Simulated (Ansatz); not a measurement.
Results of LDA in Ansatz (plane waves, PAW) for hcp Os.

Settings: plane-wave cutoff 520 eV, 24×24×14 k mesh (along the axes of the cell as run), Fermi–Dirac smearing 0.05 eV, no spin polarisation, scalar-relativistic PAW data made under PBE.

Energies at three volumes about the minimum:

```tsv
V (Å³/atom)	E − E_lowest (meV/atom)
13.425	7.95
13.699	0.00
13.973	7.38
```

Problem. Fit a parabola by hand: where is the minimum, and what is the bulk modulus?

Solution. Slopes: (0.00 − 7.95)/(13.699 − 13.425) = -29.015 and (7.38 − 0.00)/(13.973 − 13.699) = 26.934 meV/Å³. Curvature E″ = 2 × (26.934 − (-29.015))/(13.973 − 13.425) = 204.193 meV/Å⁶. From the middle of the first interval, the slope vanishes at V0 = 13.5620 − (-29.015)/204.193 = 13.704 Å³/atom. B = V0 E″ = 13.704 × 204.193 meV/Å³ × 0.1602 GPa per meV/Å³ = 448 GPa. The full Birch–Murnaghan fit to all volumes gives V0 = 13.699 Å³/atom and B0 = 448 GPa.

Shape and atoms are relaxed at each volume.

Measured, for comparison: bulk modulus 425 GPa (zero-point energy and finite temperature contributions removed; as tabulated in doi:10.1021/acs.jctc.3c00612). Computed (rounded) less measured: bulk modulus +5 %.

Note: the bulk modulus comes from volumes at which shape and atoms were relaxed.

Ansatz is a first-principles code.
